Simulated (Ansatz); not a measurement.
A nudged elastic band was laid between two geometries of BFH2 + ClH (6 atoms, charge 0, multiplicity 1).

Theory: Ansatz 0.2.0, RKS r2SCAN/6-31G*.

| Quantity | Value |
| --- | --- |
| movable images | 3 |
| climbing image | no |
| spring | 5.0 eV/Å² |
| optimiser | quadratic models (default) |
| start path | through a guess of the saddle point |
| force threshold | 0.05 eV/Å |
| iteration limit | 60 |
| end points | relaxed |

First end point:

```xyz
6
Properties=species:S:1:pos:R:3
B -0.008 0.312 -0.063
F -0.011 0.558 1.248
H 1.053 0.269 -0.617
H -1.069 0.202 -0.609
Cl 0.093 -2.615 0.912
H 0.078 -1.840 1.940
```

Last end point:

```xyz
6
Properties=species:S:1:pos:R:3
B 0.016 -0.408 -0.174
F 0.009 0.110 1.720
H 1.049 0.105 -0.465
H -1.052 0.037 -0.453
Cl 0.075 -2.194 0.102
H 0.040 -0.765 2.082
```

(1) Which bonds break or form, and what moves?

(2) Give the energies along the band, and the barrier.

(3) What is the geometry of the highest image?

## Answers

(1) Bonds broken: B1–F2, Cl5–H6. Bonds formed: B1–Cl5, F2–H6. BFH2 + ClH becomes BClH2 + FH.

(2) The forces met the threshold. The highest image is number 3 of 0 to 4, 15.2 kcal/mol above the first end and 4.2 kcal/mol above the last; the last end lies 11.0 kcal/mol above the first. No image climbed, so the highest image needn't sit at the top of the path. So few images can step over the top or miss a turn of the path. The orbitals stay closed-shell, which can raise the energy where a bond breaks towards radicals; this wasn't checked here.

```tsv
image	path coordinate (Å)	energy (kcal/mol)	B1–F2 (Å)	Cl5–H6 (Å)	B1–Cl5 (Å)
0	0.00	0.0	1.33	1.29	3.09
1	0.54	1.6	1.35	1.29	2.71
2	1.07	12.9	1.43	1.37	2.22
3	1.61	15.2	1.67	1.82	1.92
4	2.15	11.0	1.96	2.44	1.81
```

(3) 
```xyz
6
Properties=species:S:1:pos:R:3:forces:R:3
B 0.013 -0.283 -0.028 0.01 -0.31 -0.17
F 0.008 0.089 1.604 0.01 -0.15 0.19
H 1.051 0.113 -0.450 0.01 0.00 0.00
H -1.051 0.048 -0.442 0.00 0.00 0.00
Cl 0.074 -2.157 0.398 0.00 0.03 -0.34
H 0.043 -0.924 1.731 -0.01 0.43 0.32
```

The run took 50 s on 1 thread of Arm Neoverse V2 (shared host), peak memory 0.1 GiB.
